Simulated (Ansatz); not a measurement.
# H₃O (doublet): wave-function methods side by side at distance O1–H3 along a hydrogen transfer = 1.095 Å, 6-31G

An exercise on one series of results from a longer session: the logs are not shown, and one member is left open.

Method: 6-31G, core rule «outside noble gas», up to 1 orbitals frozen; program: Ansatz 0.2.0, Gaussian basis.

To be run: UHF; CCSD(T) on ROHF; CCSD(T) on UHF; BCCD(T) on ROHF; CISD; CCSDT(Q) on ROHF; CCSDT(Q) on UHF; CISDTQ; CASSCF and NEVPT2, 9 electrons in 7 orbitals.

13 further runs of the same task are left out: 1 that didn't finish, 12 set aside as unsound or not needed.

## What is computed

The geometry derives from fragments relaxed apart (PBE0/def2-TZVP) and kept rigid, so it is no stationary point. A hydrogen atom is moved between rigid fragments.

4 atoms, charge 0, spin multiplicity 2.

Atoms are counted from 1 here; the program's logs count them from 0.

Bond lengths: O1–H2 0.960 Å, O1–H3 1.095 Å. Angles: H2–O1–H3 105.1°.

The first run:

Contents of in.yaml:

```yaml
crystal:
  periodic: [false, false, false]
  atoms:
    - {symbol: O, position_ang: [-0.160156, -0.049094, 0.000000]}
    - {symbol: H, position_ang: [-0.409466, 0.877481, 0.000000]}
    - {symbol: H, position_ang: [0.934844, -0.049094, 0.000000]}
    - {symbol: H, position_ang: [2.016844, -0.049094, 0.000000]}
basis:
  gaussian: {orbitals: 6-31G}
magnetization: {spin_polarized: true, initial_magnetization: 1}
hamiltonian: {xc: hf}
output: {orbitals: {seedname: orbitals}}
```

The run is started by

```sh
$ ansatz run in.yaml --threads 1 --pin off --events-out ev --progress --plain --max-ram 2393MiB
```

Steps of the session up to this table: UHF; CCSD(T) on ROHF; CCSD(T) on UHF; BCCD(T) on ROHF; CISD; CCSDT(Q) on ROHF; CCSDT(Q) on UHF; CISDTQ; CASSCF and NEVPT2, 9 electrons in 7 orbitals.

One table of the session follows, with a row left open; its other results are not shown here.

| method | from UCCSDT(Q) (kcal/mol) |
| --- | --- |
| ROHF | +94.85 |
| UHF | +90.71 |
| RMP2 | ? |
| UMP2 | +7.68 |
| CISD | +5.73 |
| RCCSD | +1.43 |
| UCCSD | +1.33 |
| RCCSD(T) | +0.47 |
| UCCSD(T) | +0.43 |
| BCCD(T) | +0.44 |
| RCCSDT | +0.34 |
| UCCSDT | +0.32 |
| CISDTQ | +0.17 |
| RCCSDT(Q) | -0.01 |
| UCCSDT(Q) | 0 |
| CASSCF valence | +53.71 |
| NEVPT2 valence | +7.49 |

**Question.** Estimate the row for RMP2.

The run gave: from UCCSDT(Q) (kcal/mol): +6.90. In the column «from UCCSDT(Q) (kcal/mol)» it lies between CISD (+5.73) and NEVPT2 valence (+7.49).

Limits of these values: Restricted and unrestricted rows rest on different reference determinants; where their highest levels disagree by more than a few hundredths of an eV, they describe different states and don't form one ladder.
